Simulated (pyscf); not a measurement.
H₃Si–O–AsH₂ (SMILES [SiH3]O[AsH2]) + H₂ (SMILES [H][H]) → AsH₃ (SMILES [AsH3]) + HO–SiH₃ (SMILES O[SiH3]), a four-centre exchange (singlet surface; As–O, H–H broken, As–H, H–O formed). Structures and frequencies: ωB97X-D3(BJ)/def2-SVP in PySCF. Energies in eV from the separated reactants.

Small-basis levels: PySCF, no dispersion term, spherical d functions. 

Q: In single points B3LYP/6-31G*+LANL2DZ puts the saddle at 2.22 eV and the reaction energy at -0.43 eV. Should these be trusted to within a few kcal/mol? Compare with ωB97M-D3(BJ)/def2-TZVP.

A: ωB97M-D3(BJ)/def2-TZVP gives ΔE‡ = 2.17 eV and ΔE = -0.43 eV. B3LYP/6-31G*+LANL2DZ lies 0.06 eV over it in the barrier and 0.00 eV under it in the reaction energy, so on this step it holds to within 0.13 eV. ωB97M-D3(BJ)/def2-TZVP has limits of its own. H₃Si–O–AsH₂ lies 0.46 eV over its isomer HO–SiH₂–AsH₂ (electronic energy, ωB97M-D3(BJ)/def2-TZVP). One saddle was located; it need not be the lowest between these sides. In the def2 sets elements up to Kr have no core potential.
